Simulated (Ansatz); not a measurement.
Born–Oppenheimer molecular dynamics of CH$_{3}$OSi (6 atoms, charge 1, multiplicity 1). It goes on from the last frame of an earlier run, with new velocities.

Computed with RKS B3LYP-D4/def2-SVP (Ansatz).

* ensemble: NVT, Nosé–Hoover chain
* time step: 0.25 fs
* steps asked: 250
* set temperature: 300 K
* thermostat: time constant 100 fs, chain length 3 (defaults)
* seed: 561497

Frames 2.5 fs apart, positions in Å, forces in eV/Å.

Velocities at 32.5 fs (Å/ps):

```
O 1.51 2.99 -4.36
C -4.12 2.71 2.97
Si 0.88 -2.05 1.94
H 14.96 -11.55 -0.48
H -13.18 -4.77 10.18
H -1.07 -6.24 -29.99
```

```xyz
6
Properties=species:S:1:pos:R:3:forces:R:3 time_fs=32.5 energy_less_start_eV=0.017 T=274
O 0.188 -0.864 0.821 0.12 0.00 0.84
C -0.234 -0.987 -0.339 -0.45 -0.40 -1.04
Si 0.105 0.830 0.040 0.97 -1.76 -0.97
H -0.510 -2.010 -0.815 0.35 1.37 0.60
H 1.482 1.220 -0.278 0.01 0.14 0.04
H -0.957 1.655 0.468 -1.00 0.66 0.54
6
Properties=species:S:1:pos:R:3:forces:R:3 time_fs=35.0 energy_less_start_eV=-0.001 T=309
O 0.193 -0.856 0.812 0.25 -0.02 1.55
C -0.246 -0.982 -0.335 -0.18 -0.21 -1.44
Si 0.108 0.823 0.044 -0.06 -1.38 -0.77
H -0.464 -1.997 -0.798 0.03 0.88 0.33
H 1.456 1.214 -0.253 0.63 0.31 -0.12
H -0.990 1.660 0.410 -0.67 0.42 0.45
6
Properties=species:S:1:pos:R:3:forces:R:3 time_fs=37.5 energy_less_start_eV=0.013 T=283
O 0.198 -0.849 0.809 0.13 -0.07 1.50
C -0.258 -0.977 -0.338 0.56 1.60 -0.39
Si 0.111 0.813 0.046 -1.10 -0.21 -0.48
H -0.418 -1.941 -0.766 -0.52 -1.19 -0.66
H 1.464 1.225 -0.235 0.48 0.25 -0.11
H -1.060 1.687 0.377 0.44 -0.37 0.14
6
Properties=species:S:1:pos:R:3:forces:R:3 time_fs=40.0 energy_less_start_eV=0.047 T=218
O 0.203 -0.842 0.811 -0.16 -0.19 0.95
C -0.267 -0.965 -0.342 0.88 0.92 0.01
Si 0.111 0.803 0.047 -0.91 0.88 -0.43
H -0.399 -1.943 -0.767 -0.54 -0.89 -0.56
H 1.498 1.250 -0.222 -0.25 -0.01 0.01
H -1.106 1.695 0.354 0.98 -0.72 0.03
6
Properties=species:S:1:pos:R:3:forces:R:3 time_fs=42.5 energy_less_start_eV=0.054 T=204
O 0.208 -0.835 0.817 -0.50 -0.33 0.21
C -0.273 -0.949 -0.347 0.86 -1.54 -0.25
Si 0.110 0.794 0.048 -0.10 1.39 -0.49
H -0.412 -1.990 -0.798 -0.24 1.13 0.33
H 1.518 1.275 -0.209 -0.71 -0.19 0.06
H -1.097 1.663 0.334 0.70 -0.46 0.13
6
Properties=species:S:1:pos:R:3:forces:R:3 time_fs=45.0 energy_less_start_eV=0.048 T=217
O 0.211 -0.830 0.824 -0.78 -0.49 -0.48
C -0.274 -0.939 -0.353 0.96 -1.87 0.23
Si 0.109 0.788 0.047 0.80 0.95 -0.59
H -0.440 -1.978 -0.814 -0.12 1.26 0.47
H 1.499 1.290 -0.193 -0.52 -0.15 -0.01
H -1.051 1.605 0.322 -0.33 0.30 0.39
6
Properties=species:S:1:pos:R:3:forces:R:3 time_fs=47.5 energy_less_start_eV=0.049 T=216
O 0.211 -0.827 0.829 -0.89 -0.68 -0.87
C -0.269 -0.939 -0.357 1.25 0.10 1.32
Si 0.109 0.785 0.044 0.81 0.29 -0.59
H -0.477 -1.902 -0.806 -0.33 -0.63 -0.26
H 1.452 1.297 -0.179 0.25 0.09 -0.16
H -1.024 1.565 0.333 -1.09 0.83 0.56
6
Properties=species:S:1:pos:R:3:forces:R:3 time_fs=50.0 energy_less_start_eV=0.030 T=254
O 0.207 -0.826 0.831 -0.74 -0.89 -0.72
C -0.259 -0.938 -0.356 1.11 0.88 1.43
Si 0.111 0.782 0.041 -0.46 0.77 -0.26
H -0.533 -1.858 -0.811 -0.39 -1.37 -0.51
H 1.419 1.310 -0.174 0.84 0.29 -0.26
H -1.054 1.568 0.376 -0.35 0.31 0.32
6
Properties=species:S:1:pos:R:3:forces:R:3 time_fs=52.5 energy_less_start_eV=-0.005 T=322
O 0.202 -0.829 0.830 -0.35 -0.97 -0.04
C -0.244 -0.934 -0.348 -0.17 -1.18 -0.27
Si 0.112 0.780 0.037 -0.98 1.94 0.04
H -0.608 -1.881 -0.840 0.41 0.50 0.50
H 1.431 1.337 -0.183 0.41 0.09 -0.16
H -1.103 1.589 0.437 0.69 -0.38 -0.07
6
Properties=species:S:1:pos:R:3:forces:R:3 time_fs=55.0 energy_less_start_eV=0.053 T=212
O 0.194 -0.835 0.829 0.04 -0.91 0.67
C -0.229 -0.935 -0.341 -1.06 -1.74 -1.29
Si 0.111 0.783 0.033 -0.41 2.47 0.08
H -0.661 -1.882 -0.843 0.84 1.03 0.78
H 1.465 1.370 -0.201 -0.39 -0.27 0.01
H -1.116 1.590 0.495 0.98 -0.58 -0.27
6
Properties=species:S:1:pos:R:3:forces:R:3 time_fs=57.5 energy_less_start_eV=-0.017 T=347
O 0.187 -0.845 0.831 0.25 -0.71 0.87
C -0.220 -0.944 -0.339 -0.74 -0.02 -0.69
Si 0.109 0.791 0.029 0.41 1.78 -0.08
H -0.669 -1.832 -0.805 0.31 -0.40 -0.02
H 1.479 1.387 -0.219 -0.70 -0.41 0.09
H -1.074 1.559 0.539 0.46 -0.24 -0.16
6
Properties=species:S:1:pos:R:3:forces:R:3 time_fs=60.0 energy_less_start_eV=0.008 T=301
O 0.181 -0.857 0.835 0.30 -0.40 0.52
C -0.213 -0.953 -0.341 -0.05 1.70 0.42
Si 0.108 0.803 0.025 1.03 0.28 -0.37
H -0.660 -1.806 -0.769 -0.38 -1.81 -0.85
H 1.455 1.383 -0.233 -0.30 -0.23 0.03
H -1.008 1.516 0.575 -0.59 0.45 0.25
```

Of the whole run (62 fs, mean temperature of the second half 269 K): The conserved energy stayed within 0.036 meV per atom of its start (net change -0.017 meV per atom), so the integration is sound. The mean temperature of the second half is 10 % below the set value. A run of 0.062 ps of so small a system gives no equilibrium averages. Limits of this set-up: the dipole of an ion depends on the origin.

Run time: 5.8 min on 1 CPU thread of a shared host.
